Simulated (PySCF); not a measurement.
Compound: C3H3NS.
Bonds: C1–C2 (aromatic), C2–S3 (aromatic), S3–C4 (aromatic), C4–N5 (aromatic), C1–N5 (aromatic). Hydrogens: H6 on C1; H7 on C2; H8 on C4.

The calculation used PySCF, BHandHLYP/def2-SVP geometry optimisation, gas phase.

Task: What internal coordinates does the optimisation give?

Result: 
| bond | length (pm) | order |
| --- | --- | --- |
| C1–C2 | 135.8 | aromatic |
| C2–S3 | 171.7 | aromatic |
| S3–C4 | 172.5 | aromatic |
| C4–N5 | 128.6 | aromatic |
| C1–N5 | 136.4 | aromatic |
| C1–H6 | 108.3 | single |
| C2–H7 | 108.0 | single |
| C4–H8 | 108.5 | single |

Orders are formal, as drawn. A selection of angles:
| angle | degrees |
| --- | --- |
| C2–C1–N5 | 115.6 |
| C2–C1–H6 | 124.8 |
| N5–C1–H6 | 119.6 |
| C1–C2–S3 | 109.6 |
| C1–C2–H7 | 128.4 |
| S3–C2–H7 | 122.0 |
| C2–S3–C4 | 88.9 |
| S3–C4–N5 | 115.1 |
| S3–C4–H8 | 120.8 |
| N5–C4–H8 | 124.1 |
| C1–N5–C4 | 110.9 |

The 5 heavy atoms lie in one plane (0.000 Å rms). The 2 C–N bonds span 1.286 Å (C4–N5, aromatic) to 1.364 Å (C1–N5, aromatic), a spread of 0.078 Å. The 5-membered ring C1–C2–S3–C4–N5 has internal angles of 88.9° to 115.6° (sum 540°, against 540° for a flat polygon); it is planar, 0.00 Å rms from its mean plane, widest ring torsion 0°. S3 (thiophene-type sulfur) is bent (angle 88.9°).

Point group: Cs (every atom within 0.08 Å of its image). Whether it is a minimum is left open (no frequencies).

Hardware: an Arm Neoverse V1 with one thread, shared host. Cost: 17 s wall, 0.46 GiB resident at most. These figures are those of the optimisation.
